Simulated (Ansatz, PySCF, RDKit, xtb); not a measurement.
**Which structure has the formula HNSO2?**

Only the formula HNSO2 is given. Aim: find the structure of lowest free energy at 298.15 K, then its properties.

Plan: many cheap relaxations first (GFN2-xTB), then density-functional screening, relaxation at B3LYP-D3(BJ)/6-311G**, vibrations and a final energy. The numbers are computed, not measured.

4 further runs of the same task are left out: 4 set aside as unsound or not needed.

## 1. Candidates

All bonding patterns within simple valence rules are listed by program: one Lewis structure each, at most two rings and one unusual centre or charged pair. O–O, O–halogen and N–halogen bonds and N–N–N chains are not drawn. That gives 21 candidates, of which 1 could not be built in three dimensions.

c090 N1OSO1; c101 O1[N@]2O[S@H]12; c119 O[S@@]1=NO1; c222 [N-]=[O+]SO; c258 O=[S@@H]1=NO1; c337 O=S=[NH+][O-]; c377 N#S(=O)O; c379 O/N=[O+]/[S-]; c390 O=[S@@]1NO1; c406 [O-][N@@H+]1OS1; c548 O=NSO; c646 O=N[SH]=O; c660 N=S(=O)=O; c666 O=[N+](O)[S-]; c707 O=[N+]([O-])S; c782 O/N=[O+]\[S-]; c791 O=S=NO; c836 O=NOS; c933 [O-][N+]1=[SH]O1; c984 On1os1.

Candidates are built by distance geometry, with a force field where one applies, in up to four conformers (letters a to d). 10 starts with atoms placed at random are added, to find patterns that the rules miss.

**Question.** With final energies at CCSD(T)/def2-TZVPP, which structure will this search put lowest in free energy, and by what margin?

| quantity | value |
| --- | --- |
| lowest structure found | N=S(=O)=O, singlet, Cs |
| next finalist | O=S=NO, singlet, 15.2 kcal/mol higher in G |
| share at equilibrium, among the finalists | 100.0 % |
| harmonic wavenumbers, lowest and highest (B3LYP-D3(BJ)/6-311G**) | 417 and 3493 cm⁻¹ |
| rotational constants, same geometry | 0.3263, 0.3203, 0.1616 cm⁻¹ |
| dipole moment (PBE0/def2-TZVPD) | 2.02 D |
| HOMO energy (PBE0/def2-TZVPD) | -9.71 eV |
| LUMO energy (PBE0/def2-TZVPD) | -2.19 eV |
| HOMO–LUMO gap (PBE0/def2-TZVPD) | 7.52 eV |
| lowest excitation (TD-B3LYP/def2-SVPD) | 5.21 eV (f = 0.001) |
| strongest of the states computed, same level | 7.21 eV (f = 0.077) |
| lowest triplet excitation, same level, Tamm-Dancoff | 4.33 eV |
| vertical ionisation energy | 12.12 eV |
| vertical electron affinity | 0.29 eV |
| vertical triplet less singlet | +4.50 eV |

The lowest structure found is `N=S(=O)=O`. The margin of 15.2 kcal/mol over the next finalist is beyond the usual error of the last level; it says nothing of structures that weren't ranked. HF/def2-TZVPP and MP2/def2-TZVPP already put its bonding pattern lowest among the structures in one piece; GFN2-xTB favours the singlet O=S=NO; HF/STO-3G and B3LYP-D3(BJ)/6-311G** favour the singlet O=NSO; r2SCAN-D4/def2-SVP favours the singlet O=[N+]([O-])S (c707a, not a finalist). A large T1 diagnostic among the finalists warns that one reference determinant may not suffice. It concerns: the finalist O=S=NO (singlet); the finalist O=NSO (singlet); the finalist O=NSO (singlet). One minimum inside the window was never screened. The search is not exhaustive (a finite list of starts, one conformer a finalist), so a lower isomer can't be ruled out. The lowest isomer need not be the one that is made and kept in a bottle, which depends on barriers.
